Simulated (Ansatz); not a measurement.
## Worked example: correlation energy of [CH3···H···BH2], doublet

Geometry: a point of a hydrogen-transfer path between rigid fragments, not a stationary point.

```csv
atom,x (Å),y (Å),z (Å)
C,-1.1885,0.0000,0.0000
H,-1.5517,1.0273,0.0000
H,-1.5517,-0.5137,0.8897
H,-1.5517,-0.5137,-0.8897
H,-0.0989,0.0000,0.0000
B,1.4065,0.0000,0.0000
H,1.9155,0.0000,1.0770
H,1.9155,0.0000,-1.0770
```

Basis cc-pVDZ; Ansatz 0.2.0. Only valence electrons are correlated (noble-gas cores frozen), which leaves 13 electrons in 56 orbitals. Prefix R: restricted or restricted open-shell reference; prefix U: unrestricted.

Full CI isn't at hand for all of this; UCCSDT(Q) serves as the reference, and is uncertain by about the last step of the cluster series.

Runs differ by some tens of microhartree through their thresholds and, for an open shell, their frozen cores, so steps under 0.03 kcal/mol mean nothing.

| level | total energy (hartree) |
| --- | --- |
| UHF | -65.901444 |
| UMP2 | -66.142756 |
| UCCSD | -66.186242 |
| UCCSD(T) | -66.192720 |
| UCCSDT | -66.193620 |
| UCCSDT(Q) | -66.193879 |

What is the correlation energy at UCCSDT(Q), and what share of it do UMP2 and UCCSD recover?

E(corr) = -66.193879 − (-65.901444) = -0.292435 hartree = -7.958 eV. UMP2: -0.241312 / -0.292435 = 82.52 %. UCCSD: -0.284798 / -0.292435 = 97.39 %.

By how many kcal/mol does UCCSD(T) miss UCCSDT(Q) (1 hartree = 627.509 kcal/mol), and which steps make up the rest?

-66.192720 − (-66.193879) = 0.001159 hartree = 0.73 kcal/mol. Steps: UCCSDT − UCCSD(T) = -0.56, UCCSDT(Q) − UCCSDT = -0.16 kcal/mol. That is within 1 kcal/mol of the reference in this basis, which itself misses far more of the correlation at the basis-set limit.
